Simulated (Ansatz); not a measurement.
# CH₅AlO: one structure at several levels

The task here is to estimate one member of a computed series from the others.

Computed with Ansatz 0.2.0, Gaussian basis. Level: single points in def2-TZVPP.

Cores are frozen in the correlated methods.

**Where the work starts**

8 atoms, charge 0, spin multiplicity 1.

Atoms are counted from 1 here; the program's logs count them from 0.

Bond lengths: Al1–O2 2.110 Å, Al1–H5 1.593 Å, Al1–H6 1.456 Å, O2–C3 1.274 Å, C3–H4 1.312 Å, C3–H7 1.125 Å, C3–H8 1.250 Å. Angles: O2–Al1–H5 119.2°, O2–Al1–H6 118.3°, H5–Al1–H6 120.5°, Al1–O2–C3 90.7°, O2–C3–H4 116.0°, O2–C3–H7 116.2°, O2–C3–H8 122.9°, H4–C3–H7 95.1°, H4–C3–H8 102.6°, H7–C3–H8 99.3°.

Geometry (Å):

```
atom     x (Å)     y (Å)     z (Å)
 Al1  -1.27290  -0.47760   0.14660
  O2   0.57540  -0.85830  -0.79760
  C3   1.08240   0.18050  -0.26080
  H4   0.41400   0.69320   0.74480
  H5  -2.34900   0.43610  -0.59090
  H6  -1.66550  -1.32460   1.26410
  H7   2.03330   0.02520   0.31930
  H8   1.40920   1.19320  -0.91640
```

The first run:

Contents of run/in.yaml:

```yaml
crystal:
  periodic: [false, false, false]
  atoms:
    - {symbol: Al, position_ang: [-1.272900, -0.477600, 0.146600]}
    - {symbol: O, position_ang: [0.575400, -0.858300, -0.797600]}
    - {symbol: C, position_ang: [1.082400, 0.180500, -0.260800]}
    - {symbol: H, position_ang: [0.414000, 0.693200, 0.744800]}
    - {symbol: H, position_ang: [-2.349000, 0.436100, -0.590900]}
    - {symbol: H, position_ang: [-1.665500, -1.324600, 1.264100]}
    - {symbol: H, position_ang: [2.033300, 0.025200, 0.319300]}
    - {symbol: H, position_ang: [1.409200, 1.193200, -0.916400]}
basis:
  gaussian: {orbitals: def2-TZVPP}
correlation: {method: ccsd_t}
output: {forces: true}
```

The command line of these runs was not kept.

Steps of the session up to this table: CCSD(T)/def2-TZVPP; PBE0-D4/def2-TZVPP; wB97M-V/def2-TZVPP; r2SCAN-D4/def2-TZVPP; PBE-D4/def2-TZVPP; BLYP-D4/def2-TZVPP; r2SCAN0-D4/def2-TZVPP.

One of the session's tables, all rows but one given; the rest of the session is left out.

```
    method  RMS force component (eV/Å)  angle to CCSD(T) forces (°)  dipole (D)
   CCSD(T)                       2.135                    reference        1.74
   PBE0-D4                       1.959                          4.3        1.72
   wB97M-V                           ?                            ?           ?
 r2SCAN-D4                       1.943                          3.6        1.59
    PBE-D4                       1.930                          4.5        1.58
   BLYP-D4                       1.953                          3.6        1.61
r2SCAN0-D4                       1.970                          5.9        1.72
```

Estimate the missing values for wB97M-V.

As computed: RMS force component (eV/Å): 2.033; angle to CCSD(T) forces (°): 2.2; dipole (D): 1.75. In the column «RMS force component (eV/Å)» it lies between r2SCAN0-D4 (1.970) and CCSD(T) (2.135).
